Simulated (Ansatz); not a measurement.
Wavefunction ladder for `CCSC`

Z-matrix (Å, degrees):
```
C
C 1 1.516
H 1 1.092 2 111.5
H 1 1.094 2 110.5 3 119.5
H 1 1.091 2 110.8 3 -120.3
S 2 1.805 1 114.8 3 62.9
H 2 1.094 1 111.2 3 -60.8
H 2 1.093 1 110.6 3 -179.4
C 6 1.797 2 100.6 1 -68.9
H 9 1.092 6 111.0 2 -57.6
H 9 1.090 6 106.8 2 -175.7
H 9 1.091 6 112.1 2 65.7
```

The species carries charge 0 and has multiplicity 1. The structure was optimised at the PBE0-D4/def2-TZVP level. It is one conformer, not always the lowest. Frozen core, restricted reference, Ansatz 0.2.0. CBS rows extrapolate triple and quadruple zeta; past MP2 they add the triple-zeta difference.

```csv
basis,HF (Eh),MP2 corr.
def2-SVP,-515.57585,-0.57109
def2-TZVPP,-515.84734,-0.71336
def2-QZVPP,-515.86462,-0.76280
```

Q: Estimate the CCSD correlation energy and the (T) correction in each basis where they were run (hartree).

A: 
| basis | CCSD corr. | (T) |
| --- | --- | --- |
| def2-SVP | -0.62971 | -0.01837 |
| def2-TZVPP | -0.76575 | -0.03133 |
| CBS(def2) | -0.85181 | as TZ |
